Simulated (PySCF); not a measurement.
# CH3+: a look at the electrons, part 2 of 3

Aim: take CH3+ and see where an electron leaves and enters, localise its valence orbitals, analyse its density (charges, bond critical points, surface potential), measure its response to a uniform field and compute its lowest excited states.

PySCF 2.14.0; Gaussian basis, gas phase.

**6. Density, bond paths and surface potential (TPSSh/def2-svpd)**

Input file input.py:

```python
import numpy as np
from pyscf import gto, scf, dft
from pyscf.scf import atom_ks, atom_hf
from scipy.linalg import block_diag

def solve(mol, dm0=None, hcore=None):
    mf = (dft.UKS if mol.spin else dft.RKS)(mol, xc='tpssh')
    mf.grids.level = 3
    mf = mf.density_fit(auxbasis='def2-universal-jkfit')
    mf.conv_tol, mf.max_cycle = 1e-8, 80
    if hcore is not None:
        mf.get_hcore = lambda *args: hcore
    mf.kernel(dm0)
    if not mf.converged:
        mf = mf.newton().run(mf.mo_coeff, mf.mo_occ, max_cycle=30)
    assert mf.converged, 'SCF not converged'
    return mf

mol = gto.M(atom='''
C     -0.00001     0.00000     0.00000
H      0.97327     0.51825     0.00000
H     -0.03780    -1.10199     0.00000
H     -0.93543     0.58374     0.00000
''', basis='def2-svpd', charge=1, spin=0, verbose=4)
mf = solve(mol)
mf.analyze()
# spherically averaged free atoms, for the promolecule
atm = atom_ks.get_atm_nrks(mol, xc='tpssh')
pro = block_diag(*[(atm[a[0]][2] * atm[a[0]][3]) @ atm[a[0]][2].T for a in mol._atom])
np.savez('result.npz', e=mf.e_tot, c=mf.mo_coeff, occ=mf.mo_occ, eps=mf.mo_energy, pro=pro, dip=mf.dip_moment(verbose=0), s2=mf.spin_square()[0])
```

The run is started by

```
$ OMP_NUM_THREADS=1 python input.py
```

Standard output:

```text
[ENV] PYSCF_TMPDIR <dir>
[ENV] PYSCF_MAX_MEMORY 1650
[INPUT] verbose = 4
[INPUT] num. atoms = 4
[INPUT] num. electrons = 8
[INPUT] charge = 1
[INPUT] spin (= nelec alpha-beta = 2S) = 0
[INPUT] symmetry False subgroup None
[INPUT] Mole.unit = angstrom
[INPUT] Symbol           X                Y                Z      unit          X                Y                Z       unit  Magmom
[INPUT]  1 C     -0.000010000000   0.000000000000   0.000000000000 AA   -0.000018897261   0.000000000000   0.000000000000 Bohr   0.0
[INPUT]  2 H      0.973270000000   0.518250000000   0.000000000000 AA    1.839213745255   0.979350564056   0.000000000000 Bohr   0.0
[INPUT]  3 H     -0.037800000000  -1.101990000000   0.000000000000 AA   -0.071431647509  -2.082459292009   0.000000000000 Bohr   0.0
[INPUT]  4 H     -0.935430000000   0.583740000000   0.000000000000 AA   -1.767706508702   1.103108727954   0.000000000000 Bohr   0.0

nuclear repulsion = 9.46979332729158
number of shells = 20
number of NR pGTOs = 60
number of NR cGTOs = 44
basis = def2-svpd
ecp = {}

******** <class 'pyscf.df.df_jk.DFRKS'> ********
method = DFRKS
initial guess = minao
damping factor = 0
level_shift factor = 0
DIIS = <class 'pyscf.scf.diis.CDIIS'>
diis_start_cycle = 1
diis_space = 8
diis_damp = 0
SCF conv_tol = 1e-08
SCF conv_tol_grad = None
SCF max_cycles = 80
direct_scf = False
XC library pyscf.dft.libxc version 7.0.0
    S. Lehtola, C. Steigemann, M. J.T. Oliveira, and M. A.L. Marques.,  SoftwareX 7, 1–5 (2018)
XC functionals = tpssh
    V. N. Staroverov, G. E. Scuseria, J. Tao, and J. P. Perdew.,  J. Chem. Phys. 119, 12129 (2003)
radial grids:
    Treutler-Ahlrichs [JCP 102, 346 (1995); DOI:10.1063/1.469408] (M4) radial grids

becke partition: Becke, JCP 88, 2547 (1988); DOI:10.1063/1.454033
pruning grids: <function nwchem_prune at 0xf646a203f6a0>
grids dens level: 3
symmetrized grids: False
atomic radii adjust function: <function treutler_atomic_radii_adjust at 0xf646a20805e0>
small_rho_cutoff = 0
Set gradient conv threshold to 0.0001
Initial guess from minao.
tot grids = 43544
******** <class 'pyscf.df.df.DF'> ********
auxbasis = def2-universal-jkfit
init E= -39.5989977864345
  HOMO = -0.442262388404239  LUMO = -0.206715241576483  gap/eV = 6.40956
cycle= 1 E= -39.4287057991737  delta_E= 0.17  |g|= 0.27  |ddm|= 1.79
  HOMO = -0.827236995184568  LUMO = -0.569896881089465  gap/eV = 7.00258
cycle= 2 E= -39.4406156544993  delta_E= -0.0119  |g|= 0.215  |ddm|= 0.584
  HOMO = -0.769558417368681  LUMO = -0.499610049055437  gap/eV = 7.34567
cycle= 3 E= -39.4536304281518  delta_E= -0.013  |g|= 0.00361  |ddm|= 0.315
  HOMO = -0.764736224068292  LUMO = -0.495609637716419  gap/eV = 7.32331
cycle= 4 E= -39.4536334812877  delta_E= -3.05e-06  |g|= 0.000431  |ddm|= 0.00518
  HOMO = -0.764952106891729  LUMO = -0.495778031095535  gap/eV = 7.32460
cycle= 5 E= -39.4536335308421  delta_E= -4.96e-08  |g|= 2.33e-05  |ddm|= 0.000549
  HOMO = -0.764956671443058  LUMO = -0.495783728407373  gap/eV = 7.32457
cycle= 6 E= -39.4536335309756  delta_E= -1.34e-10  |g|= 2.21e-07  |ddm|= 3.48e-05
  HOMO = -0.764956815082602  LUMO = -0.495783791884061  gap/eV = 7.32457
Extra cycle  E= -39.4536335309756  delta_E= 4.97e-14  |g|= 4.01e-08  |ddm|= 9.49e-07
converged SCF energy = -39.4536335309756
**** SCF Summaries ****
Total Energy =                         -39.453633530975587
Nuclear Repulsion Energy =               9.469793327291583
One-electron Energy =                  -67.725916070978585
Two-electron Energy =                   18.802489212711414
Two-electron Coulomb Energy =           24.962665825683281
DFT Exchange-Correlation Energy =       -6.160176612971865
HOMO-LUMO gap [eV] =                     7.324571040425913
**** MO energy ****
MO #1   energy= -10.5956390183615  occ= 2
MO #2   energy= -1.01867340364388  occ= 2
MO #3   energy= -0.764966921048632 occ= 2
MO #4   energy= -0.764956815082602 occ= 2
MO #5   energy= -0.495783791884061 occ= 0
MO #6   energy= -0.197697137888148 occ= 0
MO #7   energy= -0.133525831680789 occ= 0
MO #8   energy= -0.133518753915497 occ= 0
MO #9   energy= -0.0785925200665659 occ= 0
MO #10  energy= -0.0759080159396428 occ= 0
MO #11  energy= -0.0759053970965822 occ= 0
MO #12  energy= -0.0357817066775126 occ= 0
MO #13  energy= -0.0247377537603818 occ= 0
MO #14  energy= -0.0247366689747774 occ= 0
MO #15  energy= 0.0917226148501276 occ= 0
MO #16  energy= 0.129918155023873  occ= 0
MO #17  energy= 0.140688453332546  occ= 0
MO #18  energy= 0.140693359122145  occ= 0
MO #19  energy= 0.151055230644369  occ= 0
MO #20  energy= 0.186019167018333  occ= 0
MO #21  energy= 0.18602192296681   occ= 0
MO #22  energy= 0.240984657225973  occ= 0
MO #23  energy= 0.240991347982734  occ= 0
MO #24  energy= 0.45802065737985   occ= 0
MO #25  energy= 0.459075275381981  occ= 0
MO #26  energy= 0.560411024258873  occ= 0
MO #27  energy= 0.560445715895038  occ= 0
MO #28  energy= 0.737567043700701  occ= 0
MO #29  energy= 0.751130379714894  occ= 0
MO #30  energy= 0.751151745046977  occ= 0
MO #31  energy= 1.06612260466872   occ= 0
MO #32  energy= 1.06619531123874   occ= 0
MO #33  energy= 1.31474588452535   occ= 0
MO #34  energy= 1.4122835390769    occ= 0
MO #35  energy= 1.41233082561132   occ= 0
MO #36  energy= 1.41237744686184   occ= 0
MO #37  energy= 1.57428185903637   occ= 0
MO #38  energy= 1.92310963236635   occ= 0
MO #39  energy= 1.92315040163841   occ= 0
MO #40  energy= 1.94745315342561   occ= 0
MO #41  energy= 1.94748245959172   occ= 0
MO #42  energy= 2.55874720471801   occ= 0
MO #43  energy= 2.668184549117     occ= 0
MO #44  energy= 2.66830240401569   occ= 0
 ** Mulliken pop on meta-lowdin orthogonal AOs  **
 ** Mulliken pop  **
pop of  0 C 1s            1.99992
pop of  0 C 2s            1.19729
pop of  0 C 3s            0.00814
pop of  0 C 4s            0.00058
pop of  0 C 2px           1.22391
pop of  0 C 2py           1.22392
pop of  0 C 2pz           0.00000
pop of  0 C 3px           0.01170
pop of  0 C 3py           0.01170
pop of  0 C 3pz           0.00000
pop of  0 C 3dxy          0.00123
pop of  0 C 3dyz          0.00000
pop of  0 C 3dz^2         0.00131
pop of  0 C 3dxz          0.00000
pop of  0 C 3dx2-y2       0.00123
pop of  0 C 4dxy          0.00215
pop of  0 C 4dyz          0.00000
pop of  0 C 4dz^2         0.00034
pop of  0 C 4dxz          0.00000
pop of  0 C 4dx2-y2       0.00215
pop of  1 H 1s            0.74713
pop of  1 H 2s            0.01746
pop of  1 H 2px           0.00263
pop of  1 H 2py           0.00152
pop of  1 H 2pz           0.00000
pop of  1 H 3px           0.00081
pop of  1 H 3py           0.00193
pop of  1 H 3pz           0.00000
pop of  2 H 1s            0.74713
pop of  2 H 2s            0.01746
pop of  2 H 2px           0.00109
pop of  2 H 2py           0.00306
pop of  2 H 2pz           0.00000
pop of  2 H 3px           0.00237
pop of  2 H 3py           0.00036
pop of  2 H 3pz           0.00000
pop of  3 H 1s            0.74713
pop of  3 H 2s            0.01746
pop of  3 H 2px           0.00251
pop of  3 H 2py           0.00164
pop of  3 H 2pz           0.00000
pop of  3 H 3px           0.00092
pop of  3 H 3py           0.00181
pop of  3 H 3pz           0.00000
 ** Mulliken atomic charges  **
charge of    0C =      0.31442
charge of    1H =      0.22853
charge of    2H =      0.22852
charge of    3H =      0.22852

WARN: System has nonzero charge 1; the dipole moment is origin-dependent.
Location of origin: [0. 0. 0.]

Dipole moment(X, Y, Z, Debye):  0.00007,  0.00001,  0.00000
Spherically averaged atomic KS for {'C', 'H'}

******** <class 'pyscf.scf.atom_ks.AtomSphAverageRKS'> ********
method = AtomSphAverageRKS
initial guess = vsap
damping factor = 0
level_shift factor = 0
diis_start_cycle = 1
diis_space = 12
SCF conv_tol = 1e-09
SCF conv_tol_grad = None
SCF max_cycles = 50
direct_scf = True
direct_scf_tol = 1e-13
XC library pyscf.dft.libxc version 7.0.0
    S. Lehtola, C. Steigemann, M. J.T. Oliveira, and M. A.L. Marques.,  SoftwareX 7, 1–5 (2018)
XC functionals = tpssh
    V. N. Staroverov, G. E. Scuseria, J. Tao, and J. P. Perdew.,  J. Chem. Phys. 119, 12129 (2003)
radial grids:
    Treutler-Ahlrichs [JCP 102, 346 (1995); DOI:10.1063/1.469408] (M4) radial grids

becke partition: Becke, JCP 88, 2547 (1988); DOI:10.1063/1.454033
pruning grids: <function nwchem_prune at 0xf646a203f6a0>
grids dens level: 3
symmetrized grids: False
atomic radii adjust function: <function treutler_atomic_radii_adjust at 0xf646a20805e0>
User specified grid scheme (100, 434)
small_rho_cutoff = 0
Set gradient conv threshold to 3.16228e-05
tot grids = 24752
init E= -28.2247130662341
cycle= 1 E= -28.2459142720513  delta_E= -0.0212  |g|=    0  |ddm|= 0.555
cycle= 2 E= -28.2508307422683  delta_E= -0.00492  |g|=    0  |ddm|= 0.283
cycle= 3 E= -28.2525956605182  delta_E= -0.00176  |g|=    0  |ddm|= 0.137
cycle= 4 E= -28.2528522857462  delta_E= -0.000257  |g|=    0  |ddm|= 0.0631
cycle= 5 E= -28.2529407697297  delta_E= -8.85e-05  |g|=    0  |ddm|= 0.0313
cycle= 6 E= -28.2529542234556  delta_E= -1.35e-05  |g|=    0  |ddm|= 0.0143
cycle= 7 E= -28.2529588182786  delta_E= -4.59e-06  |g|=    0  |ddm|= 0.00716
cycle= 8 E= -28.2529595248806  delta_E= -7.07e-07  |g|=    0  |ddm|= 0.00328
cycle= 9 E= -28.2529597656801  delta_E= -2.41e-07  |g|=    0  |ddm|= 0.00164
cycle= 10 E= -28.2529598028076  delta_E= -3.71e-08  |g|=    0  |ddm|= 0.000752
cycle= 11 E= -28.2529598154538  delta_E= -1.26e-08  |g|=    0  |ddm|= 0.000376
cycle= 12 E= -28.2529598174048  delta_E= -1.95e-09  |g|=    0  |ddm|= 0.000172
cycle= 13 E= -28.252959818195  delta_E= -7.9e-10  |g|=    0  |ddm|= 5.12e-05
Extra cycle  E= -28.2529598182087  delta_E= -1.37e-11  |g|=    0  |ddm|= 1.44e-05
Atomic HF for atom  C  converged. SCF energy = -28.2529598182087

******** <class 'pyscf.scf.atom_ks.AtomSphAverageRKS'> ********
method = AtomSphAverageRKS
initial guess = vsap
damping factor = 0
level_shift factor = 0
diis_start_cycle = 1
diis_space = 12
SCF conv_tol = 1e-09
SCF conv_tol_grad = None
SCF max_cycles = 50
direct_scf = True
direct_scf_tol = 1e-13
XC library pyscf.dft.libxc version 7.0.0
    S. Lehtola, C. Steigemann, M. J.T. Oliveira, and M. A.L. Marques.,  SoftwareX 7, 1–5 (2018)
XC functionals = tpssh
    V. N. Staroverov, G. E. Scuseria, J. Tao, and J. P. Perdew.,  J. Chem. Phys. 119, 12129 (2003)
radial grids:
    Treutler-Ahlrichs [JCP 102, 346 (1995); DOI:10.1063/1.469408] (M4) radial grids

becke partition: Becke, JCP 88, 2547 (1988); DOI:10.1063/1.454033
pruning grids: <function nwchem_prune at 0xf646a203f6a0>
grids dens level: 3
symmetrized grids: False
atomic radii adjust function: <function treutler_atomic_radii_adjust at 0xf646a20805e0>
User specified grid scheme (100, 434)
small_rho_cutoff = 0
Set gradient conv threshold to 3.16228e-05
tot grids = 26240
init E= 9.03046465317492
cycle= 1 E= 9.02160671049605  delta_E= -0.00886  |g|=    0  |ddm|= 0.221
cycle= 2 E= 9.02160653156399  delta_E= -1.79e-07  |g|=    0  |ddm|= 0.00101
cycle= 3 E= 9.0216065312843  delta_E= -2.8e-10  |g|=    0  |ddm|= 3.98e-05
Extra cycle  E= 9.02160653128386  delta_E= -4.33e-13  |g|=    0  |ddm|= 1.57e-06
Atomic HF for atom  H  converged. SCF energy = 9.02160653128386
```

Wall time 4.7 s (1 thread of Arm Neoverse N1, shared host); peak memory 0.2 GiB.

**7. What the saved matrices give**

Deformation density: the molecule less spherical free atoms.

C1–H4, C1–H3 and C1–H2: +0.82 e/Å³ at the bond critical point (bond length 1.10 Å). In all, 0.8 electrons are displaced relative to the promolecule of neutral atoms (the count includes the ion's charge).

The highest Hirshfeld charge is on C1 (+0.46 e), the lowest on H2, H3 and H4 (+0.18 e).

Topology of the density (QTAIM).

4 nuclei, 3 bond, 0 ring and 0 cage critical points: 4 − 3 + 0 − 0 = 1, as the Poincaré–Hopf relation requires.

| bond | length (Å) | ρ (a.u.) | ∇²ρ (a.u.) | ε | H (a.u.) |
| --- | --- | --- | --- | --- | --- |
| C1–H4 (×3) | 1.103 | 0.289 | −1.31 | 0.05 | −0.340 |

Shared-shell (covalent): ρ = 0.289, ∇²ρ = −1.31, H = −0.340 a.u.

On the 0.001 a.u. surface of the density.

The lowest local ionisation energy is 21.7 eV, 1.2 Å from H3, and at symmetry-equivalent points. For comparison, the highest occupied orbital lies at −20.8 eV.

**8. Response to an electric field (HF/aug-cc-pvdz)**

Input file input.py:

```python
import numpy as np
from pyscf import gto, scf, dft
from pyscf.scf import atom_ks, atom_hf
from scipy.linalg import block_diag

def solve(mol, dm0=None, hcore=None):
    mf = scf.UHF(mol) if mol.spin else scf.RHF(mol)
    mf = mf.density_fit(auxbasis='def2-universal-jkfit')
    mf.conv_tol, mf.max_cycle = 1e-8, 80
    if hcore is not None:
        mf.get_hcore = lambda *args: hcore
    mf.kernel(dm0)
    if not mf.converged:
        mf = mf.newton().run(mf.mo_coeff, mf.mo_occ, max_cycle=30)
    assert mf.converged, 'SCF not converged'
    return mf

mol = gto.M(atom='''
C     -0.00001     0.00000     0.00000
H      0.97327     0.51825     0.00000
H     -0.03780    -1.10199     0.00000
H     -0.93543     0.58374     0.00000
''', basis='aug-cc-pvdz', charge=1, spin=0, verbose=4)
field = np.array([-0.004, -0.0, -0.0])  # atomic units
mol.set_common_orig(mol.atom_charges() @ mol.atom_coords() / mol.atom_charges().sum())
mf = solve(mol)
out = dict(dm0=mf.make_rdm1(), d0=mf.dip_moment(unit='AU'), e0=mf.e_tot)
for name, sign in (('p', 1), ('m', -1)):
    h = mf.get_hcore() + sign * np.einsum('x,xij->ij', field, mol.intor('int1e_r'))
    mi = solve(mol, mf.make_rdm1(), h)
    out.update({'dm' + name: mi.make_rdm1(), 'd' + name: mi.dip_moment(unit='AU'), 'e' + name: mi.e_tot})
# spherically averaged free atoms, for the promolecule
atm = scf.atom_hf.get_atm_nrhf(mol)
pro = block_diag(*[(atm[a[0]][2] * atm[a[0]][3]) @ atm[a[0]][2].T for a in mol._atom])
np.savez('result.npz', pro=pro, **out)
```

The run is started by

```
$ OMP_NUM_THREADS=1 python input.py
```

Standard output:

```text
[ENV] PYSCF_TMPDIR <dir>
[ENV] PYSCF_MAX_MEMORY 1650
[INPUT] verbose = 4
[INPUT] num. atoms = 4
[INPUT] num. electrons = 8
[INPUT] charge = 1
[INPUT] spin (= nelec alpha-beta = 2S) = 0
[INPUT] symmetry False subgroup None
[INPUT] Mole.unit = angstrom
[INPUT] Symbol           X                Y                Z      unit          X                Y                Z       unit  Magmom
[INPUT]  1 C     -0.000010000000   0.000000000000   0.000000000000 AA   -0.000018897261   0.000000000000   0.000000000000 Bohr   0.0
[INPUT]  2 H      0.973270000000   0.518250000000   0.000000000000 AA    1.839213745255   0.979350564056   0.000000000000 Bohr   0.0
[INPUT]  3 H     -0.037800000000  -1.101990000000   0.000000000000 AA   -0.071431647509  -2.082459292009   0.000000000000 Bohr   0.0
[INPUT]  4 H     -0.935430000000   0.583740000000   0.000000000000 AA   -1.767706508702   1.103108727954   0.000000000000 Bohr   0.0

nuclear repulsion = 9.46979332729158
number of shells = 23
number of NR pGTOs = 68
number of NR cGTOs = 50
basis = aug-cc-pvdz
ecp = {}

******** <class 'pyscf.df.df_jk.DFRHF'> ********
method = DFRHF
initial guess = minao
damping factor = 0
level_shift factor = 0
DIIS = <class 'pyscf.scf.diis.CDIIS'>
diis_start_cycle = 1
diis_space = 8
diis_damp = 0
SCF conv_tol = 1e-08
SCF conv_tol_grad = None
SCF max_cycles = 80
direct_scf = False
Set gradient conv threshold to 0.0001
[... 1 set-up line as earlier in the session ...]
******** <class 'pyscf.df.df.DF'> ********
auxbasis = def2-universal-jkfit
init E= -39.2760071291797
  HOMO = -0.472241932047965  LUMO = -0.122001270220653  gap/eV = 9.53053
cycle= 1 E= -39.157220193821  delta_E= 0.119  |g|= 0.455  |ddm|= 1.95
  HOMO = -1.0269419707854  LUMO = -0.394584402027458  gap/eV = 17.20733
cycle= 2 E= -39.2323986858265  delta_E= -0.0752  |g|= 0.122  |ddm|= 0.48
  HOMO = -0.945565694707271  LUMO = -0.288041631134769  gap/eV = 17.89214
cycle= 3 E= -39.2358998263864  delta_E= -0.0035  |g|= 0.0182  |ddm|= 0.247
  HOMO = -0.942684347842483  LUMO = -0.283187652092539  gap/eV = 17.94582
cycle= 4 E= -39.2360561076391  delta_E= -0.000156  |g|= 0.00164  |ddm|= 0.0603
  HOMO = -0.942979791090021  LUMO = -0.283550203796191  gap/eV = 17.94399
cycle= 5 E= -39.2360573245504  delta_E= -1.22e-06  |g|= 0.000156  |ddm|= 0.00332
  HOMO = -0.943010039231925  LUMO = -0.283536294428809  gap/eV = 17.94519
cycle= 6 E= -39.2360573352373  delta_E= -1.07e-08  |g|= 1.23e-05  |ddm|= 0.000601
  HOMO = -0.943009974540608  LUMO = -0.283538713902348  gap/eV = 17.94513
cycle= 7 E= -39.2360573353111  delta_E= -7.37e-11  |g|= 1.78e-06  |ddm|= 1.99e-05
  HOMO = -0.943009843650351  LUMO = -0.283538238393347  gap/eV = 17.94514
Extra cycle  E= -39.2360573353126  delta_E= -1.55e-12  |g|= 5.62e-07  |ddm|= 2.96e-06
converged SCF energy = -39.2360573353126

WARN: System has nonzero charge 1; the dipole moment is origin-dependent.
Location of origin: [0. 0. 0.]

Dipole moment(X, Y, Z, A.U.):  0.00001, -0.00000,  0.00000

******** <class 'pyscf.df.df_jk.DFRHF'> ********
method = DFRHF
initial guess = minao
damping factor = 0
level_shift factor = 0
DIIS = <class 'pyscf.scf.diis.CDIIS'>
diis_start_cycle = 1
diis_space = 8
diis_damp = 0
SCF conv_tol = 1e-08
SCF conv_tol_grad = None
SCF max_cycles = 80
direct_scf = False
Overwritten attributes  get_hcore  of <class 'pyscf.df.df_jk.DFRHF'>
Set gradient conv threshold to 0.0001
******** <class 'pyscf.df.df.DF'> ********
auxbasis = def2-universal-jkfit
init E= -39.2360572796843
  HOMO = -0.941230413939217  LUMO = -0.283582277031535  gap/eV = 17.89552
cycle= 1 E= -39.2361319562157  delta_E= -7.47e-05  |g|= 0.0027  |ddm|= 0.015
  HOMO = -0.941991990818169  LUMO = -0.283583420124639  gap/eV = 17.91621
cycle= 2 E= -39.2361362976798  delta_E= -4.34e-06  |g|= 0.000838  |ddm|= 0.00464
  HOMO = -0.942151123241328  LUMO = -0.283584474591075  gap/eV = 17.92051
cycle= 3 E= -39.2361367677667  delta_E= -4.7e-07  |g|= 7.9e-05  |ddm|= 0.00222
  HOMO = -0.942157709545964  LUMO = -0.28358579877044  gap/eV = 17.92065
cycle= 4 E= -39.2361367711542  delta_E= -3.39e-09  |g|= 9.62e-06  |ddm|= 0.000189
  HOMO = -0.942158492383557  LUMO = -0.283585412813977  gap/eV = 17.92069
Extra cycle  E= -39.2361367712021  delta_E= -4.79e-11  |g|= 3.16e-06  |ddm|= 1.47e-05
converged SCF energy = -39.2361367712021

WARN: System has nonzero charge 1; the dipole moment is origin-dependent.
Location of origin: [0. 0. 0.]

Dipole moment(X, Y, Z, A.U.): -0.03974, -0.00005,  0.00000

******** <class 'pyscf.df.df_jk.DFRHF'> ********
method = DFRHF
initial guess = minao
damping factor = 0
level_shift factor = 0
DIIS = <class 'pyscf.scf.diis.CDIIS'>
diis_start_cycle = 1
diis_space = 8
diis_damp = 0
SCF conv_tol = 1e-08
SCF conv_tol_grad = None
SCF max_cycles = 80
direct_scf = False
Set gradient conv threshold to 0.0001
******** <class 'pyscf.df.df.DF'> ********
auxbasis = def2-universal-jkfit
init E= -39.2360573909409
  HOMO = -0.941209297665714  LUMO = -0.283582340016375  gap/eV = 17.89494
cycle= 1 E= -39.2361320588384  delta_E= -7.47e-05  |g|= 0.0027  |ddm|= 0.015
  HOMO = -0.941973400023085  LUMO = -0.283583285665034  gap/eV = 17.91571
cycle= 2 E= -39.2361363970478  delta_E= -4.34e-06  |g|= 0.000838  |ddm|= 0.00465
  HOMO = -0.942132708374532  LUMO = -0.283584367959664  gap/eV = 17.92001
cycle= 3 E= -39.2361368661422  delta_E= -4.69e-07  |g|= 7.87e-05  |ddm|= 0.00222
  HOMO = -0.942139185848919  LUMO = -0.283585661307034  gap/eV = 17.92015
cycle= 4 E= -39.2361368695002  delta_E= -3.36e-09  |g|= 9.57e-06  |ddm|= 0.000189
  HOMO = -0.942139974842109  LUMO = -0.283585286261278  gap/eV = 17.92019
Extra cycle  E= -39.2361368695474  delta_E= -4.72e-11  |g|= 3.14e-06  |ddm|= 1.46e-05
converged SCF energy = -39.2361368695474

WARN: System has nonzero charge 1; the dipole moment is origin-dependent.
Location of origin: [0. 0. 0.]

Dipole moment(X, Y, Z, A.U.):  0.03975, -0.00005,  0.00000
Spherically averaged atomic HF for {'H', 'C'}

******** <class 'pyscf.scf.atom_hf.AtomSphAverageRHF'> ********
method = AtomSphAverageRHF
initial guess = minao
damping factor = 0
level_shift factor = 0
DIIS = <class 'pyscf.scf.diis.CDIIS'>
diis_start_cycle = 1
diis_space = 8
diis_damp = 0
SCF conv_tol = 1e-09
SCF conv_tol_grad = None
SCF max_cycles = 50
direct_scf = True
direct_scf_tol = 1e-13
atom = C
Set gradient conv threshold to 3.16228e-05
init E= -37.2782135561808
cycle= 1 E= -37.3244061140288  delta_E= -0.0462  |g|=    0  |ddm|= 0.487
cycle= 2 E= -37.3359896223202  delta_E= -0.0116  |g|=    0  |ddm|= 0.278
cycle= 3 E= -37.3395484839621  delta_E= -0.00356  |g|=    0  |ddm|= 0.0873
cycle= 4 E= -37.3395562491807  delta_E= -7.77e-06  |g|=    0  |ddm|= 0.00546
cycle= 5 E= -37.3395567113276  delta_E= -4.62e-07  |g|=    0  |ddm|= 0.00123
cycle= 6 E= -37.3395567120876  delta_E= -7.6e-10  |g|=    0  |ddm|= 6.34e-05
Extra cycle  E= -37.3395567120882  delta_E= -5.97e-13  |g|=    0  |ddm|= 2.88e-06
Atomic HF for atom  C  converged. SCF energy = -37.3395567120882

******** 1 electron system ********
Atomic HF for atom  H  converged. SCF energy = -0.499334315439585
```

Wall time 1.2 s (1 thread of Arm Neoverse N1, shared host); peak memory 0.2 GiB.

**9. Analysis of result.npz**

Change of the density in a field of 0.21 V/Å.

The induced dipole is 0.10 D (along the field); α along this axis, from the fields in both directions, is 10 bohr³ (1.5 Å³).

(Part 2 of 3 ends here.)
